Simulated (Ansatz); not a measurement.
# AlH4O2: the cost of one run

Method: RKS BHLYP/cc-pVDZ, in Ansatz 0.2.0.

### 1 The structure to begin with

Bond lengths: O1–Al2 1.616 Å, Al2–O3 1.830 Å, O1–H4 0.953 Å, Al2–H5 1.487 Å, O3–H6 0.977 Å, O3–H7 0.972 Å. Angles: O1–Al2–O3 107.4°, O1–Al2–H5 144.7°, O3–Al2–H5 107.9°, Al2–O1–H4 168.7°, Al2–O3–H6 120.9°, Al2–O3–H7 130.1°, H6–O3–H7 109.0°.

Structure file:

```xyz
7

O    -1.2373   -1.0056   -0.4174
Al   -0.0651    0.0500   -0.7679
O     0.7378    0.5195    0.8085
H    -1.9606   -1.6264   -0.3951
H     0.6145    0.7899   -1.8637
H     0.4418    0.1352    1.6562
H     1.4690    1.1374    0.9794
```

### 2 End point A

input.yaml reads:

```yaml
crystal:
  periodic: [false, false, false]
  atoms:
    - { symbol: O, position_ang: [-1.23735, -1.00559, -0.41742] }
    - { symbol: Al, position_ang: [-0.06512, 0.05004, -0.76788] }
    - { symbol: O, position_ang: [0.73782, 0.51949, 0.8085] }
    - { symbol: H, position_ang: [-1.96059, -1.62637, -0.39506] }
    - { symbol: H, position_ang: [0.61445, 0.78985, -1.86368] }
    - { symbol: H, position_ang: [0.44177, 0.13516, 1.65619] }
    - { symbol: H, position_ang: [1.46901, 1.13742, 0.97935] }
total_charge: 1
basis:
  gaussian: { orbitals: cc-pVDZ }
hamiltonian:
  xc: { name: BHLYP }
relax:
  f_tol: 0.015
  max_steps: 40
```

Command:

```sh
$ ansatz run input.yaml --threads 1 --pin off --max-ram 2048MiB --backend cpu --events-out ev --progress --plain --runs-dir out
```

What time and memory should one allow on 1 thread of Intel Xeon Platinum 8488C (Sapphire Rapids), shared host?

About 14 s, with a peak of 0.14 GiB.
